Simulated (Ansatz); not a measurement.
Two shapes of singlet HNO.

Shape 1:

```xyz
3

N     0.0000    0.3932   -0.3554
H     0.0000    1.1982    0.2123
O     0.0000   -0.4938    0.2845
```

Shape 2:

```xyz
3

N     0.0000    0.4616   -0.4173
H     0.0000    1.4066    0.2492
O     0.0000   -0.5797    0.3340
```

Basis set: cc-pVTZ (spherical functions). Correlated methods keep 2 orbitals frozen. Charge 0, multiplicity 1.

Computed with Ansatz (development build ahead of 0.2.0); each method stands on the lowest determinant of its kind that the runs found.

Question: Which shape is lower in energy, and by how much in each method?

Answer:

```
 method  E(2) − E(1) (eV)
    RHF             0.478
RHF-MP2            -0.573
```

The methods disagree on the order. Caution: no unrestricted run beside it, a lower state can exist; in another basis set an unrestricted determinant lies well below.
